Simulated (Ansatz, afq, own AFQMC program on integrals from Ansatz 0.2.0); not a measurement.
# GeNH3, triplet in cc-pVDZ, levels against CCSDT(Q)

```yaml
atoms:
  - { symbol: Ge, position_ang: [0.0000, 0.0659, 0.5235] }
  - { symbol: N, position_ang: [0.0000, -0.2581, -2.3935] }
  - { symbol: H, position_ang: [0.0000, -1.2969, 1.2838] }
  - { symbol: H, position_ang: [0.8260, 0.0691, -2.8764] }
  - { symbol: H, position_ang: [-0.8260, 0.0691, -2.8764] }
```

Connectivity, by distances: GeH ··· NH2.

Basis cc-pVDZ. Noble-gas cores (and the filled d shells of Ga–Kr and In–Xe) are frozen. AFQMC by an in-house program on the Cholesky factors that Ansatz 0.2.0 writes for its CCSD(T) run. ph-AFQMC/CISD is guided by a CISD state made of CCSD amplitudes; releasing the constraint for a short imaginary time cuts its bias at the price of noise, slowly where states lie close. Uncertainties: one standard error, sampling alone. No spin–orbit coupling.

Determinant: UHF, the one that the program's search chose, which needn't be the lowest solution. The geometry is a point of a scan.

No full CI on the walks' own integrals is used here; CCSDT(Q) serves as the reference and is uncertain by about the last step of the cluster series.

Cautions: no relativity below Rb; no spin-orbit coupling; inner d shell frozen; lower spins were not checked.

The T1 diagnostic is 0.0148 and the weight of the determinant in the CISD state is 0.883. The ⟨S²⟩ of the determinant is 2.021. The size of the correlated space is 12 electrons in 41 orbitals.

```json
{"level": "MP2", "correlation energy (eV)": "-5.6323"}
{"level": "CCSD", "correlation energy (eV)": "-6.7129"}
{"level": "CCSD(T)", "correlation energy (eV)": "-6.8396"}
```

Q: Estimate where phaseless AFQMC with the Hartree–Fock trial lies against CCSD(T) on the same integrals.

A: 2.37 ± 1.35 kcal/mol below CCSD(T). The gap is under twice the noise, so this walk alone can't tell the two apart.

Reference: CCSDT(Q), correlation energy -6.875 eV. The released energy is read at 2.40 1/Eh (meV from the phaseless value at times in 1/Eh: -16 ± 16 at 0.24, 0 ± 12 at 0.51, -19 ± 15 at 0.99, -7 ± 16 at 1.62, -17 ± 22 at 2.40).

```tsv
level	E − E(reference) (kcal/mol)	share of correlation (%)
CCSD(T)	0.81	99.49
CCSDT	0.20	99.87
ph-AFQMC/HF	-1.56 ± 1.35	100.99
ph-AFQMC/CISD	0.28 ± 0.33	99.82
released AFQMC	-0.10 ± 0.52	100.06
```

A walk keeps the symmetry of its determinant, which the program's search chose and which needn't be the lowest solution, so a lower state of the same spin and another symmetry isn't excluded. Released energies are given only where the last usable release times agree within the noise; a slower fall can still hide under it.
